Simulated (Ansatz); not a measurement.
System: black phosphorus. Method: r²SCAN+rVV10 (Ansatz, a program for electronic structure, plane waves, PAW).

Numerical settings: plane-wave cutoff 500 eV, 10×8×10 k mesh (along the axes of the cell as run), Fermi–Dirac smearing 0.05 eV, scalar-relativistic PAW data made under PBE.

Computed at the level's own relaxed cell.

Task: Estimate the volume per atom, equilibrium lattice constant a, lattice parameter b and c axis length that the calculation returns.

Result: 
* **volume per atom**: 19.71 Å³/atom
* **equilibrium lattice constant a**: 3.302 Å
* **lattice parameter b**: 10.691 Å
* **c axis length**: 4.466 Å

Measured, for comparison: equilibrium volume per atom 18.97 Å³/atom (temperature not stated, not corrected to a static lattice; as tabulated in Appalakondaiah et al. (2012), arXiv:1211.3512). Computed (rounded) less measured: equilibrium volume per atom +3.9 %.

Computed values are for the static lattice.

Cost on a shared machine: around 3 core-minutes (rough).
